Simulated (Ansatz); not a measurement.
Consider the atomization: `O[SiH2]O` → 4 H• + 2 O• + Si•.

Isolated molecules relaxed with PBE0-D4/def2-TZVP in Ansatz; ΔE leaves out vibrations. CCSD(T)/CBS is the MP2 limit (def2-TZVPP, def2-QZVPP) plus CCSD(T) − MP2 in def2-TZVPP, frozen cores. This one scheme is used for every species, atoms too. DFT in def2-TZVPP. No spin–orbit coupling; open shells (•) take unrestricted orbitals. Spin–orbit coupling would lower the free atoms: a little for O, Si. Each species was taken in one conformer, which may not be the lowest.

CCSD(T)/CBS gives +2554.9 kJ/mol.

Question: Another level gave +2519.6 kJ/mol. Which?
A. ωB97M-V/def2-TZVPP
B. SCS-MP2/def2-TZVPP
C. PBE0-D4/def2-TZVPP
D. MP2/def2-TZVPP

Answer: B. SCS-MP2/def2-TZVPP 2519.6, MP2/def2-TZVPP 2526.8, PBE0-D4 2485.2, ωB97M-V 2540.6 kJ/mol.

Largest T1 diagnostic among the species: 0.012.

From r2SCAN to r2SCAN0 (25 % exact exchange), in def2-TZVPP and without D4, ΔE moves by −50.8 kJ/mol: exact exchange takes away binding that semilocal exchange gives to molecules. At CCSD(T), def2-SVP lies −232.5 kJ/mol from the extrapolated value and def2-TZVPP −79.6 kJ/mol: correlation converges slowly with the basis, and small sets miss more of it in the bonded molecule than in its fragments. In def2-TZVPP, CCSD(T) changes the Hartree–Fock value by +659.0 kJ/mol (the triples alone add +32.6 kJ/mol) and MP2 by +710.5 kJ/mol; breaking electron pairs costs correlation energy, which Hartree–Fock lacks.

For atomizations the MP2-based limit and the directly extrapolated one differ by several kJ/mol either way, and by 10 to 25 for some Ge, Se and Sn compounds, so smaller differences from it don't rank the levels.
